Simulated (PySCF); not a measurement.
C$_{2}$H$_{4}$: calculation and literature

Mapped SMILES: `[CH2:1]=[CH2:2]`. Hydrogens are named by the atom that carries them.

The experiment to reproduce: δ $^{13}$C C1/C2 122.9 ppm (measured; solution, toluene-d8, 298 K; Fulmer et al., Organometallics 2010, 29, 2176).
δ $^{13}$C C1/C2 124.1; δ $^{1}$H H(C1)/H(C2) 5.40 ppm (measured; solution, TFE-d3, 298 K; Fulmer et al., Organometallics 2010, 29, 2176). Coupling constants: $^{1}J$(C1,H(C1)) 156.0 Hz, $^{1}J$(C1,C2) 67.9 Hz, $^{2}J$(C1,H(C2)) -2.5 Hz, $^{2}J$(H(C1),H(C1)) 2.5 Hz, $^{3}J$(H(C1),H(C2)) (cis) 11.8 Hz, $^{3}J$(H(C1),H(C2)) (trans) 19.2 Hz, $^{1}J$(C1,C2) 67.5 Hz, $^{1}J$(C1,H(C1)) 156.3 Hz, $^{3}J$(H(C1),H(C2)) (cis) 11.6 Hz, $^{3}J$(H(C1),H(C2)) (trans) 19.0 Hz.

Level of theory: σ from GIAO-PBE0/pcSseg-1, J: B3LYP/pcJ-1, structure optimised with PBE0-D3(BJ)/def2-SVP, in PySCF (fast rotation and ring inversion assumed for equivalent nuclei, a single conformation, relativity neglected, gas phase).

(1) What does the calculation give, and how does it compare?

(2) How far are the unscaled $^{13}$C shifts from the references?

Answers

(1) 
Reference values: measured (solution, toluene-d8, 298 K; Fulmer et al., Organometallics 2010, 29, 2176).
```
atoms    quantity  reference  computed  computed, scaled
C1/C2  δ $^{13}$C      122.9     132.0             126.9
```

Reference values: measured (solution, TFE-d3, 298 K; Fulmer et al., Organometallics 2010, 29, 2176).
```json
{"atoms": "C1/C2", "quantity": "δ $^{13}$C", "reference": "124.1", "computed": "132.0", "computed, scaled": "126.9"}
{"atoms": "H(C1)/H(C2)", "quantity": "δ $^{1}$H", "reference": "5.40", "computed": "5.73", "computed, scaled": "5.65"}
```

Computed shifts are σ(ref) − σ with the named reference compound (TMS for H and C) calculated as an isolated molecule at the same level. The measured values may be among those fitted. Scaled to experiment by linear calibration (H and C: mostly CDCl3 data, vs TMS): $^{1}$H: δ = 29.91 − 0.950σ (rms 0.21 ppm, 511 shifts, 0.22 ppm with the 3 outliers that the fit left out); $^{13}$C: δ = 177.62 − 0.967σ (rms 1.9 ppm, 903 shifts, 2.3 ppm with the 23 outliers that the fit left out). A few per cent of atoms miss by over 2 rms, more outside the fitted compound classes.

Coupling constants in Hz:
```tsv
coupling	reference	computed	source
$^{1}J$(C1,H(C1))	156.0	166.8	measured; gas, zero-density limit, 300 K; Wilczek, Jackowski, Molecules 2024, 29, 4460
$^{1}J$(C1,C2)	67.9	80.0	measured; gas, zero-density limit, 300 K; Wilczek, Jackowski, Molecules 2024, 29, 4460
$^{2}J$(C1,H(C2))	-2.5	-1.6	measured; gas, zero-density limit, 300 K; Wilczek, Jackowski, Molecules 2024, 29, 4460
$^{2}J$(H(C1),H(C1))	2.5	2.7	measured; gas, zero-density limit, 300 K; Wilczek, Jackowski, Molecules 2024, 29, 4460
$^{3}J$(H(C1),H(C2)) cis	11.8	12.7	measured; gas, zero-density limit, 300 K; Wilczek, Jackowski, Molecules 2024, 29, 4460
$^{3}J$(H(C1),H(C2)) trans	19.2	20.7	measured; gas, zero-density limit, 300 K; Wilczek, Jackowski, Molecules 2024, 29, 4460
$^{1}J$(C1,C2)	67.5	80.0	measured; Jessen and Sauer, arXiv:2312.00705
$^{1}J$(C1,H(C1))	156.3	166.8	measured; Jessen and Sauer, arXiv:2312.00705
$^{3}J$(H(C1),H(C2)) cis	11.6	12.7	measured; Jessen and Sauer, arXiv:2312.00705
$^{3}J$(H(C1),H(C2)) trans	19.0	20.7	measured; Jessen and Sauer, arXiv:2312.00705
```

(2) Mean signed difference +8.50 ppm, mean absolute 8.50 ppm over 2 comparisons; the largest is +9.1 ppm at C1/C2 (terminal =CH2 carbon).

13 of the 74 published NMR values on file for this molecule are compared. The rest: values from further sources, protons in aromatic solvents, values whose atom or origin is in doubt, other calculations.
